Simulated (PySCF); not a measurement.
Partial charges of CH3BO

Species: CH3BO.
Structure used (PBE0-D3(BJ)/def2-TZVP), in Å, numbered top down from 1:
```
atom  x, y, z in Å
C1    -0.4832   -0.0848    0.1448
B2     0.9633    0.1478   -0.2914
O3     2.1026    0.3303   -0.6349
H4    -1.1745    0.3575   -0.5753
H5    -0.6952   -1.1531    0.2154
H6    -0.6657    0.3688    1.1209
```

Density: PBE0/pcSseg-2 (PySCF); schemes: Mulliken, IAO, Hirshfeld and ESP-fitted. Geometry: PBE0-D3(BJ)/def2-TZVP; no solvent, vibrations or thermal averaging.

Problem. Tabulate the Mulliken, IAO, Hirshfeld and ESP-fitted charges.

Solution. In e:

```csv
atom,environment,Mulliken,IAO,Hirshfeld,ESP-fitted
C1,sp3 carbon bound to boron,-0.193,-0.635,-0.164,-0.735
B2,boron bonded to C and O,+0.363,+0.486,+0.295,+0.664
O3,oxygen bonded to B,-0.371,-0.432,-0.346,-0.570
H4,methyl hydrogen,+0.067,+0.193,+0.072,+0.214
H5,methyl hydrogen,+0.067,+0.194,+0.072,+0.214
H6,methyl hydrogen,+0.067,+0.194,+0.072,+0.214
```

Mean size of the charges over all atoms: ESP-fitted 0.435 e, IAO 0.356 e, Mulliken 0.188 e, Hirshfeld 0.170 e. Each set sums to the total charge, 0, to within 0.001 e. The Hirshfeld scheme weights the molecular density at each point by an atom's share of the summed free-atom densities.

Lowest charge. The schemes don't all agree: Mulliken O3 (-0.371); IAO C1 (-0.635); Hirshfeld O3 (-0.346); ESP-fitted C1 (-0.735).

Highest charge. All schemes agree: Mulliken B2 (+0.363); IAO B2 (+0.486); Hirshfeld B2 (+0.295); ESP-fitted B2 (+0.664).

Problem. Sum the charges by element, for elements with more than one atom.

Solution. 
| element | atoms | Mulliken | IAO | Hirshfeld | ESP-fitted |
| --- | --- | --- | --- | --- | --- |
| H | 3 | +0.201 | +0.580 | +0.215 | +0.641 |

Problem. How many electrons does the IAO scheme count on B2?

Solution. Z − q = 5 − (+0.486) = 4.514.
